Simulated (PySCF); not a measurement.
Species: [MoOF5]2-, F5MoO (charge -2 and doublet state).
Geometry (PBE0-D3(BJ)/def2-SVP, Å), atoms numbered from 1 in this order:
```
atom  x, y, z in Å
O1    -0.662   -1.684    0.343
Mo2   -0.047   -0.133    0.020
F3     1.829   -0.717   -0.076
F4     0.683    1.686   -0.367
F5    -1.799    0.759    0.059
F6     0.221    0.353    1.906
F7    -0.191   -0.294   -1.935
```

Method used: PBE0-D3(BJ)/def2-SVP geometry optimisation, gas phase, def2 core potentials past Kr in PySCF.

Problem. Which atoms are bound to Mo2, and at what distances?

Solution. 6 atoms: O1 1.700 Å, F6 1.966 Å, F5 1.966 Å, F3 1.967 Å, F7 1.967 Å, F4 1.998 Å.

Problem. List the angles at Mo2.

Solution. 
```json
{"angle": "O1–Mo2–F4", "degrees": "179.7", "distance of the outer atoms (Å)": "3.70"}
{"angle": "F3–Mo2–F5", "degrees": "170.2", "distance of the outer atoms (Å)": "3.92"}
{"angle": "F6–Mo2–F7", "degrees": "169.7", "distance of the outer atoms (Å)": "3.92"}
{"angle": "O1–Mo2–F6", "degrees": "95.3", "distance of the outer atoms (Å)": "2.72"}
{"angle": "O1–Mo2–F5", "degrees": "95.0", "distance of the outer atoms (Å)": "2.71"}
{"angle": "O1–Mo2–F7", "degrees": "95.0", "distance of the outer atoms (Å)": "2.71"}
{"angle": "O1–Mo2–F3", "degrees": "94.8", "distance of the outer atoms (Å)": "2.71"}
{"angle": "F3–Mo2–F7", "degrees": "89.8", "distance of the outer atoms (Å)": "2.78"}
{"angle": "F5–Mo2–F7", "degrees": "89.5", "distance of the outer atoms (Å)": "2.77"}
{"angle": "F5–Mo2–F6", "degrees": "89.5", "distance of the outer atoms (Å)": "2.77"}
{"angle": "F3–Mo2–F6", "degrees": "89.4", "distance of the outer atoms (Å)": "2.77"}
{"angle": "F4–Mo2–F5", "degrees": "85.2", "distance of the outer atoms (Å)": "2.68"}
{"angle": "F3–Mo2–F4", "degrees": "85.0", "distance of the outer atoms (Å)": "2.68"}
{"angle": "F4–Mo2–F6", "degrees": "84.9", "distance of the outer atoms (Å)": "2.68"}
{"angle": "F4–Mo2–F7", "degrees": "84.8", "distance of the outer atoms (Å)": "2.67"}
```

Problem. What is the shape at Mo2?

Solution. Distorted octahedral: the three widest angles are 179.7°, 170.2° and 169.7°, the others run from 84.8° to 95.3°. The Mo–F distances aren't all alike: 1.966 to 1.998 Å.

Problem. What are the rotational constants (commonest isotopes, rigid rotor)?

Solution. A = 1892, B = 1888, C = 1733 MHz: an oblate symmetric top.

Point group: C4v (tolerance 0.08 Å). Charge -2, doublet. ⟨S²⟩ = 0.757 (exact for a doublet: 0.75). Whether so highly charged an anion holds all its electrons in the gas phase wasn't checked; a finite basis holds them in any case. No counter-ion or solvent screens the charge of this multiply charged ion. The geometry's basis has no diffuse functions, a weakness for an anion. Not checked by PBE0-D3(BJ)/def2-SVP frequencies.

Neither the SCF state along the optimisation nor the shape of the open-shell metal species was proved the lowest: other solutions of the same spin, or a structure of lower symmetry, can lie below.
